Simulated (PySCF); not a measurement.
Compound: Li2.
Cartesian coordinates in Å at the BHandHLYP/6-31+G* level; atoms count from 1:
```
atom  x, y, z in Å
Li1    1.365   -0.003   -0.003
Li2   -1.362    0.004   -0.012
```

Theory: BHandHLYP/6-31+G* geometry optimisation, gas phase (PySCF 2.14.0).

Take the most abundant isotopes and a rigid rotor. 

Q: What are the moment of inertia and the rotational constant?

A: I = 26.075 u·Å², B = 505379 MHz·u·Å²/I = 19382 MHz (0.6465 cm⁻¹, or 0.930 K as hB/k). For two atoms I = μr² with μ = 3.5080 u and r = 2.7263 Å.

Q: List the first levels of a rigid rotor in a Σ state.

A: E(J) = BJ(J+1): J = 1: 1.293, J = 2: 3.879, J = 3: 7.758, J = 4: 12.930, J = 5: 19.395, J = 6: 27.154 cm⁻¹.

Q: Has it a pure rotational spectrum?

A: Not by electric dipole: D∞h allows no dipole (computed 0.00 D). Rotational Raman lines (ΔJ = 2) lie at B(4J + 6), spaced by 4B = 2.586 cm⁻¹, with nuclear-spin weights that differ between even and odd J.

Q: Estimate the classical rotational partition function at 100 K, 200 K and 298.15 K.

A: Point group D∞h, symmetry number σ = 2; q = kT/(σhB), k/h = 20836.6 MHz/K: 53.8 at 100 K, 108 at 200 K, 160 at 298.15 K.

No BHandHLYP/6-31+G* frequencies stand behind this structure, so it isn't proved a minimum. Constants of a rigid frame at the computed geometry: no zero-point averaging, no centrifugal distortion.

Time: 3.5 s wall; peak memory 0.23 GiB. Hardware: one thread, Intel Xeon at 2.50 GHz (x86_64), no GPU, shared host with 64 logical CPUs at a one-minute load of 60. This is the geometry optimisation.
